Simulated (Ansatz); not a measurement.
We consider rutile MnO2, described by LDA in Ansatz (plane waves, PAW).

Run with plane-wave cutoff 520 eV, 8×8×12 k mesh (along the axes of the cell as run), Fermi–Dirac smearing 0.01 eV, spin-polarised with opposed moments, scalar-relativistic PAW data made under PBE.

Energies at three volumes about the minimum:

```json
[
 {"V (Å³/atom)": "8.515", "E − E_lowest (meV/atom)": "3.09"},
 {"V (Å³/atom)": "8.689", "E − E_lowest (meV/atom)": "0.00"},
 {"V (Å³/atom)": "8.863", "E − E_lowest (meV/atom)": "2.89"}
]
```

Problem. Fit a parabola by hand: where is the minimum, and what is the bulk modulus?

Solution. Slopes: (0.00 − 3.09)/(8.689 − 8.515) = -17.759 and (2.89 − 0.00)/(8.863 − 8.689) = 16.609 meV/Å³. Curvature E″ = 2 × (16.609 − (-17.759))/(8.863 − 8.515) = 197.517 meV/Å⁶. From the middle of the first interval, the slope vanishes at V0 = 8.6020 − (-17.759)/197.517 = 8.692 Å³/atom. B = V0 E″ = 8.692 × 197.517 meV/Å³ × 0.1602 GPa per meV/Å³ = 275 GPa. The full Birch–Murnaghan fit to all volumes gives V0 = 8.689 Å³/atom and B0 = 275 GPa.

Shape and atoms are relaxed at each volume.

Note: the collinear magnetic order is the start's and need not be the measured one; this level leaves the solid without a gap, although one is measured.

Ansatz is a first-principles code.
